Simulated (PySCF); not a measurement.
CHO, SMILES [CH]=O, multiplicity 2.

Geometry optimised at PBE0-D3(BJ)/def2-TZVPD. The isomer is the one that the SMILES or the coordinates give; other isomers of the formula were not compared.

These are PBE0-D3(BJ)/def2-TZVPD (PySCF) values and carry that method's errors.

Frequencies are harmonic and unscaled.

```tsv
mode	ν (cm⁻¹)	IR (km/mol)	moving atoms (share of kinetic energy)
1	1104	39.4	H 79 %, C 15 %
2	1969	99.9	C 55 %, O 43 %
3	2687	81.1	H 92 %
```
